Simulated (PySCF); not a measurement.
Predicted microwave data (PySCF 2.14.0, PBE0-D3(BJ)/def2-SVP geometry optimisation, gas phase) for one isomer of C4H4N2:

```
Rotational constants : A = 30625, B = 1348, C = 1292 MHz
Dipole components    : |μa| = 2.02 D, |μb| = 2.13 D, |μc| = 0.00 D
Inertial defect      : 0.00 u·Å²
κ                    : -1.00
```

Question: Which structure is it? (One computed conformer of each.)
A. `[CH2:1]=[CH:2]/[N:3]=[CH:4]\[C:5]#[N:6]` with C1–C2–N3–C4 180°
B. `C1=CN=CC=N1`
C. `[H]/N=C\C#C/C=N/[H]`
D. `CC(C#N)C#N`
E. `n1ccccn1`

Answer: C. It is [H]/N=C\C#C/C=N/[H], a near-prolate asymmetric top, point group Cs. The candidates at the same level (rigid rotor, commonest isotopes):

```
             SMILES  A (MHz)  B (MHz)  C (MHz)  μa (D)  μb (D)  μc (D)  Δ (u·Å²)  point group                        rotor
         CC(C#N)C#N     5638     2843     2012    0.00    3.89    1.42    -16.19           Cs               asymmetric top
        C=C/N=C\C#N    10561     2137     1777    2.09    0.78    0.00      0.00           Cs  near-prolate asymmetric top
           c1cnccn1     6430     5974     3097    0.00    0.00    0.00      0.00          D2h               asymmetric top
           c1ccnnc1     6287     6012     3073    4.12    0.00    0.00      0.00          C2v               asymmetric top
[H]/N=C\C#C/C=N/[H]    30625     1348     1292    2.02    2.13    0.00      0.00           Cs  near-prolate asymmetric top
```

`c1cnccn1` has B 343 % too high; `CC(C#N)C#N` has B 111 % too high; `C=C/N=C\C#N` has A 66 % too low; `c1ccnnc1` has B 346 % too high. In the right answer the mirror of this Cs structure is the ab plane, so μc vanishes by symmetry. No structure here is proved a minimum.
